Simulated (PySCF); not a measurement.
OS (SMILES O=S), triplet, geometry from GFN2-xTB; PySCF with BLYP/pcseg-1.

Input for PySCF:
```python
from pyscf import gto, scf, dft

mol = gto.Mole()
mol.atom = '''
    O    -0.00000000   -0.00000000   -0.97800273
    S     0.00000000    0.00000000    0.48900137
'''
mol.basis = 'pcseg-1'
mol.spin = 2
mol.verbose = 4
mol.build()

mf = dft.UKS(mol)
mf.xc = 'blyp'
mf.kernel()
mf.analyze()
```

Problem. Write the output that PySCF gives for this input, abridged.

Solution. 
```
PySCF version 2.14.0

[INPUT] verbose = 4
[INPUT] num. atoms = 2
[INPUT] num. electrons = 24
[INPUT] charge = 0
[INPUT] spin (= nelec alpha-beta = 2S) = 2
[INPUT] symmetry False subgroup None
[INPUT] Mole.unit = angstrom
[INPUT] Symbol           X                Y                Z      unit          X                Y                Z       unit  Magmom
[INPUT]  1 O      0.000000000000   0.000000000000  -0.978002730000 AA    0.000000000000   0.000000000000  -1.848157308777 Bohr   0.0
[INPUT]  2 S      0.000000000000   0.000000000000   0.489001370000 AA    0.000000000000   0.000000000000   0.924078663837 Bohr   0.0

nuclear repulsion = 46.1721156728601
number of shells = 6
number of NR pGTOs = 69
number of NR cGTOs = 32
basis = pcseg-1
ecp = {}

******** <class 'pyscf.dft.uks.UKS'> ********
method = UKS
initial guess = minao
damping factor = 0
level_shift factor = 0
DIIS = <class 'pyscf.scf.diis.CDIIS'>
diis_start_cycle = 1
diis_space = 8
diis_damp = 0
SCF conv_tol = 1e-09
SCF conv_tol_grad = None
SCF max_cycles = 50
direct_scf = True
direct_scf_tol = 1e-13
number electrons alpha = 13  beta = 11
XC library pyscf.dft.libxc version 7.1.2
    S. Lehtola, C. Steigemann, M. J. T. Oliveira, and M. A. L. Marques,  SoftwareX 7, 1–5 (2018)
XC functionals = blyp
    A. D. Becke,  Phys. Rev. A 38, 3098 (1988)
    C. Lee, W. Yang, and R. G. Parr,  Phys. Rev. B 37, 785 (1988)
    B. Miehlich, A. Savin, H. Stoll, and H. Preuss,  Chem. Phys. Lett. 157, 200 (1989)
radial grids:
    Treutler-Ahlrichs [JCP 102, 346 (1995); DOI:10.1063/1.469408] (M4) radial grids

becke partition: Becke, JCP 88, 2547 (1988); DOI:10.1063/1.454033
pruning grids: <function nwchem_prune>
grids dens level: 3
symmetrized grids: False
atomic radii adjust function: <function treutler_atomic_radii_adjust>
small_rho_cutoff = 0
Set gradient conv threshold to 3.16228e-05
tot grids = 32968
init E= -473.585300043327

cycle= 1 E= -473.194699752888  delta_E= 0.391  |g|= 0.555  |ddm|=  1.5
cycle= 2 E= -471.988386311255  delta_E= 1.21  |g|= 1.63  |ddm|= 1.65
cycle= 3 E= -473.327454157257  delta_E= -1.34  |g|= 0.0483  |ddm|= 1.34
cycle= 4 E= -473.327553664708  delta_E= -9.95e-05  |g|= 0.0503  |ddm|= 0.118
cycle= 5 E= -473.328953689823  delta_E= -0.0014  |g|= 0.0119  |ddm|= 0.0499
cycle= 6 E= -473.329014876481  delta_E= -6.12e-05  |g|= 0.000251  |ddm|= 0.00877
cycle= 7 E= -473.32901491992  delta_E= -4.34e-08  |g|= 8.27e-05  |ddm|= 0.000676
cycle= 8 E= -473.329014923928  delta_E= -4.01e-09  |g|= 3.13e-05  |ddm|= 0.000188
cycle= 9 E= -473.329014924529  delta_E= -6.01e-10  |g|= 6.94e-06  |ddm|= 5.08e-05
Extra cycle  E= -473.329014924285  delta_E= 2.44e-10  |g|= 2.49e-05  |ddm|= 2.39e-05
converged SCF energy = -473.329014924285  <S^2> = 2.0031908  2S+1 = 3.0021264
**** SCF Summaries ****
Total Energy =                        -473.329014924284706
Nuclear Repulsion Energy =              46.172115672860080
One-electron Energy =                 -744.522683906046609
Two-electron Energy =                  225.021553308901844
Two-electron Coulomb Energy =          259.267939406227811
DFT Exchange-Correlation Energy =      -34.246386097325967
**** MO energy ****
                             alpha | beta                alpha | beta
MO #1   energy= -88.1864149328991  | -88.1800127342833  occ= 1 | 1
MO #2   energy= -18.8367702667988  | -18.8166295367462  occ= 1 | 1
MO #3   energy= -7.75128524132391  | -7.74544934125957  occ= 1 | 1
MO #4   energy= -5.78449072647565  | -5.78099351805356  occ= 1 | 1
MO #5   energy= -5.78166595945924  | -5.7711319915492   occ= 1 | 1
MO #6   energy= -5.78166595945924  | -5.77113199154918  occ= 1 | 1
MO #7   energy= -1.00735468273376  | -0.974739673515828 occ= 1 | 1
MO #8   energy= -0.603388060756183 | -0.557475899571841 occ= 1 | 1
MO #9   energy= -0.402007480885109 | -0.37478491309034  occ= 1 | 1
MO #10  energy= -0.400222153602772 | -0.354895138551692 occ= 1 | 1
MO #11  energy= -0.400222153602768 | -0.354895138551686 occ= 1 | 1
MO #12  energy= -0.208838564814811 | -0.151681511726877 occ= 1 | 0
MO #13  energy= -0.208838564814808 | -0.151681511726876 occ= 1 | 0
MO #14  energy= -0.0107455659551379 | 0.00735528705871324 occ= 0 | 0
MO #15  energy= 0.22538032155135   | 0.24540298456231   occ= 0 | 0
MO #16  energy= 0.225380321551365  | 0.245402984562322  occ= 0 | 0
MO #17  energy= 0.255085478921268  | 0.275100399980063  occ= 0 | 0
MO #18  energy= 0.313340921813888  | 0.325786667656813  occ= 0 | 0
MO #19  energy= 0.539744113370775  | 0.601450449516912  occ= 0 | 0
MO #20  energy= 0.539744703288635  | 0.601450567554406  occ= 0 | 0
MO #21  energy= 0.576798304935683  | 0.614792568626938  occ= 0 | 0

To work with the spin densities directly, `use mulliken_meta_spin()` only printing them here.

 ** Mulliken spin pop alpha/beta on meta-lowdin orthogonal AOs **
 ** Mulliken Spin Density (per AO)  **
spin_pop of  0 O 1s       -0.00000
spin_pop of  0 O 2s        0.00842
spin_pop of  0 O 3s       -0.00013
spin_pop of  0 O 2px       0.39482
spin_pop of  0 O 2py       0.39482
spin_pop of  0 O 2pz       0.00206
spin_pop of  0 O 3px       0.00249
spin_pop of  0 O 3py       0.00249
spin_pop of  0 O 3pz       0.00021
spin_pop of  0 O 3dxy      0.00000
spin_pop of  0 O 3dyz     -0.00002
spin_pop of  0 O 3dz^2    -0.00012
spin_pop of  0 O 3dxz     -0.00002
spin_pop of  0 O 3dx2-y2   -0.00000
spin_pop of  1 S 1s        0.00000
spin_pop of  1 S 2s        0.00000
spin_pop of  1 S 3s        0.00660
spin_pop of  1 S 4s       -0.00037
spin_pop of  1 S 2px       0.00008
spin_pop of  1 S 2py       0.00008
spin_pop of  1 S 2pz      -0.00000
spin_pop of  1 S 3px       0.59691
spin_pop of  1 S 3py       0.59691
spin_pop of  1 S 3pz      -0.01722
spin_pop of  1 S 4px       0.00176
spin_pop of  1 S 4py       0.00176
spin_pop of  1 S 4pz       0.00027
spin_pop of  1 S 3dxy      0.00000
spin_pop of  1 S 3dyz      0.00397
spin_pop of  1 S 3dz^2     0.00029
spin_pop of  1 S 3dxz      0.00397
spin_pop of  1 S 3dx2-y2    0.00000
 ** Mulliken Spin Density (per atom)  **
spin density of  0 O =      0.80502
spin density of  1 S =      1.19498
 ** Mulliken pop alpha/beta on meta-lowdin orthogonal AOs **
 ** Mulliken pop       alpha | beta **
pop of  0 O 1s        0.99997 | 0.99997
pop of  0 O 2s        0.90703 | 0.89861
pop of  0 O 3s        0.00216 | 0.00229
pop of  0 O 2px       0.98487 | 0.59005
pop of  0 O 2py       0.98487 | 0.59005
pop of  0 O 2pz       0.73826 | 0.73620
pop of  0 O 3px       0.00260 | 0.00011
pop of  0 O 3py       0.00260 | 0.00011
pop of  0 O 3pz       0.00101 | 0.00081
pop of  0 O 3dxy      0.00000 | 0.00000
pop of  0 O 3dyz      0.00176 | 0.00179
pop of  0 O 3dz^2     0.00449 | 0.00461
pop of  0 O 3dxz      0.00176 | 0.00179
pop of  0 O 3dx2-y2    0.00000 | 0.00000
pop of  1 S 1s        1.00000 | 1.00000
pop of  1 S 2s        0.99991 | 0.99991
pop of  1 S 3s        0.90979 | 0.90319
pop of  1 S 4s        0.00793 | 0.00830
pop of  1 S 2px       0.99998 | 0.99990
pop of  1 S 2py       0.99998 | 0.99990
pop of  1 S 2pz       0.99993 | 0.99993
pop of  1 S 3px       0.99705 | 0.40014
pop of  1 S 3py       0.99705 | 0.40014
pop of  1 S 3pz       0.40958 | 0.42680
pop of  1 S 4px       0.00310 | 0.00134
pop of  1 S 4py       0.00310 | 0.00134
pop of  1 S 4pz       0.01319 | 0.01292
pop of  1 S 3dxy      0.00000 | 0.00000
pop of  1 S 3dyz      0.01065 | 0.00668
pop of  1 S 3dz^2     0.00675 | 0.00646
pop of  1 S 3dxz      0.01065 | 0.00668
pop of  1 S 3dx2-y2    0.00000 | 0.00000
In total            13.00000 | 11.00000
 ** Mulliken atomic charges   ( Nelec_alpha | Nelec_beta ) **
charge of  0O =     -0.45776  (     4.63139      3.82637 )
charge of  1S =      0.45776  (     8.36861      7.17363 )
Dipole moment(X, Y, Z, Debye):  0.00000, -0.00000,  1.45837
```
